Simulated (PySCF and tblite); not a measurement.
Results of a calculation; reference values are marked as such.
C2H4ClF, numbered as in [F:1][CH2:2][CH2:3][Cl:4].

Geometries PBE0-D3(BJ)/def2-SVP; weights from PBE0-D3(BJ)/def2-TZVP energies and GFN2-xTB thermal corrections, with symmetry numbers and mirror pairs. Conformers within 4 kcal/mol (GFN2-xTB free energy) were kept, 5 at most. Codes: tblite and PySCF.

Rotational constants are equilibrium values for the commonest isotopes; dipoles come from the energy level named.

Torsions listed: F1–C2–C3–Cl4. Of a mirror pair one member is shown.

| conformer | shape | symmetry |
| --- | --- | --- |
| 1 | -66° | C1 (pair) |
| 2 | 180° | Cs |

(1) Give the rotational constants and dipole components, as needed to look for these species in a jet-cooled rotational spectrum.

(2) Which type of transition is strongest for conformer 1?

Answers

(1) 
```csv
conformer,A (MHz),B (MHz),C (MHz),abs μa (D),abs μb (D),abs μc (D),κ,Ic−Ia−Ib (u Å²)
1,13672,3310,2889,0.75,2.57,0.22,-0.92,-14.7
2,30250,2407,2295,0.07,0.09,0.00,-0.99,-6.4
```

(2) b-type, since that component is clearly the largest; the top is near-prolate.
